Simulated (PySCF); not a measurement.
Compound: the chloronium Ion, H2Cl (charge +1).
SMILES: `[ClH2+]`

Method: MP2 and CCSD/aug-cc-pVTZ in PySCF, restricted Hartree–Fock reference, 5 core orbitals frozen, non-relativistic, gas phase, PBE0-D3(BJ)/def2-SVP geometry.

E(HF) = -460.32541 Eh.

**Question.** How large is the problem?

**Answer.** 96 basis functions and 18 electrons; 5 orbitals frozen, which leaves o = 4 correlated occupied and v = 87 virtual orbitals. That is o·v = 348 singles and o·v(o·v + 1)/2 = 60726 distinct closed-shell doubles amplitudes before symmetry; the costliest CCSD step grows as o²v⁴ = 9.2 × 10^8.

**Question.** What are the MP2 and CCSD correlation energies?

**Answer.** MP2 -0.2077 Eh and CCSD -0.2304 Eh, which gives totals of -460.53309 and -460.55581 Eh. That is 0.784 eV for each correlated electron at CCSD (605 kJ/mol in all, 0.050 % of the total energy); MP2 gives 90.1 % of the CCSD value.

**Question.** What is the T1 diagnostic?

**Answer.** 0.0072, below the customary warning level of 0.02. It is the norm of the spatial-orbital singles amplitudes over the root of the number of correlated electrons, so the norm is 0.020.

Connected triples and the basis-set limit are missing.
